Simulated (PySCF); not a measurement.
Species: C5H6O.
Cartesian coordinates in Å at the GFN2-xTB level; atoms count from 1:
```xyz
12
C5H6O angstrom
C      3.246   -0.151    0.126
C      2.071   -0.374    0.020
C      0.696   -0.661   -0.103
C     -0.265    0.225    0.147
C     -1.728   -0.077    0.056
O     -2.434    0.834   -0.758
H      4.272    0.047    0.222
H      0.453   -1.672   -0.408
H     -0.009    1.236    0.442
H     -1.896   -1.060   -0.389
H     -2.156   -0.080    1.075
H     -2.249    1.731   -0.456
```

The closed-shell ground state was solved at several levels (PySCF, density fitting, gas phase, non-relativistic).

| level | basis functions | HOMO (eV) | LUMO (eV) | gap (eV) | dipole (D) |
| --- | --- | --- | --- | --- | --- |
| PBE0/def2-SVPD | 171 | -7.16 | -1.07 | 6.09 | 1.41 |
| PBE0/pcSseg-1 | 132 | -7.13 | -1.00 | 6.13 | 1.44 |

Question: Estimate the row for wB97X-D/def2-SVPD, a basis of 171 functions; the other rows only guide the guess.

Answer: HOMO -8.94 eV, LUMO 0.69 eV, gap 9.63 eV, dipole 1.44 D.

Question: Over all these levels, which gives the widest orbital gap and which the narrowest?

Answer: wB97X-D/def2-SVPD (range-separated hybrid) has the widest, 9.63 eV, and PBE0/def2-SVPD (global hybrid, 25 % exact exchange) the narrowest, 6.09 eV. The two share the basis. From the narrowest to the widest the HOMO moves by -1.78 eV and the LUMO by +1.76 eV.

Question: How far do the dipole and the HOMO energy spread over the levels?

Answer: The dipole runs from 1.41 to 1.44 D (mean 1.43 D) and the HOMO from -8.94 to -7.13 eV.

One conformer stands for the species.
